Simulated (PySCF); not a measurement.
Species: C2HClN3 (charge -1).
Numbering: `[Cl:1][c:2]1[cH:3][n:4][n:5][n-:6]1`

NICS is the negative of the GIAO shielding at a point without a nucleus: at the ring centre (0) and 1 Å above and below it (1); zz is the component along the ring normal. Level: GIAO PBE0/pcSseg-1 (PySCF, non-relativistic, gas phase) on the GFN2-xTB geometry, one conformer.

Ring bond lengths (Å), with Mayer bond orders in brackets: C2–C3 1.386 (1.33), C3–N4 1.339 (1.44), N4–N5 1.319 (1.37), N5–N6 1.316 (1.34), N6–C2 1.335 (1.43).

Task: What do the NICS probes read (ppm)?

Result: 
| ring | type | NICS(0) | NICS(1), two faces | NICS(1)zz, two faces | rms pucker (Å) | centre to ring atoms, mean (Å) |
| --- | --- | --- | --- | --- | --- | --- |
| C2–C3–N4–N5–N6 | 5-membered ring with 3 N; formal bonds all aromatic | -12.3 | -13.6 / -13.6 | -34.9 / -34.9 | 0.00 | 1.14 |

Task: What do they say, and how far can they be read as aromaticity?

Result: 
- C2–C3–N4–N5–N6: mean NICS(1)zz -34.9 ppm, shielded. For a flat ring without four-coordinate atoms the NICS criterion counts such a value as aromatic.

Task: And the bond-length index? HOMA = 1 − mean of α(R − Ropt)² over the ring bonds, with Krygowski's 1993 parameters (CC: Ropt 1.388 Å, α 257.7 Å⁻²; CN: Ropt 1.334 Å, α 93.52 Å⁻²; NN: Ropt 1.309 Å, α 130.33 Å⁻²).

Result: 
- C2–C3–N4–N5–N6: HOMA 1.00; the largest term is that of N4–N5, α(R − Ropt)² = 0.01. The geometric and the magnetic index point the same way.

Task: At the second NICS(1) probe listed for ring C2–C3–N4–N5–N6, 1 Å off the ring, how large is the induced field along the normal in 9.4 T applied along it?

Result: NICSzz × B0 = -34.9 ppm × 9.4 T = -328 μT, against the applied field.

Task: Give the inner angles of the rings and the Hirshfeld charges of the ring atoms.

Result: 
- C2–C3–N4–N5–N6: C2 109.0° (-0.048 e), C3 105.7° (-0.130 e), N4 107.5° (-0.246 e), N5 112.1° (-0.192 e), N6 105.7° (-0.250 e); sum 540.0° against 540° for a flat convex ring.

Cost: about 18 s of CPU time on one thread; the machine was shared, so the figure is rough. This is the whole shielding run at PBE0/pcSseg-1, SCF included.
